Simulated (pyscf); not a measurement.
A first-order saddle from PySCF, ωB97X-D3(BJ)/def2-SVP:

```
F
Cl 1 1.7319
H 1 1.6052 2 179.56
```
Charge 0, spin multiplicity 2.

Surface: doublet, charge 0. Lowest wavenumbers (cm⁻¹): 1165i, 179, 179, 715.

**Question.** Name the species on either side of this saddle.

**Answer.** H atom (H•) + F–Cl ⇌ hydrogen fluoride (HF) + Cl atom (Cl•), an atom transfer read from left to right: Cl–F broken and F–H formed. At CCSD(T)/def2-TZVPP + ΔMP2(QZVPP) it lies +8.1 kcal/mol from the left side and +88.6 kcal/mol from the right (each side as separated species at their lowest minima found). The angle at the transferred F is 180°. The CCSD(T) − MP2 part came from Ansatz, without density fitting, on the same reference. A UHF reference is spin-contaminated (<S²> up to 0.92), which harms MP2 most. Left out: the spin-orbit lowering of Cl.
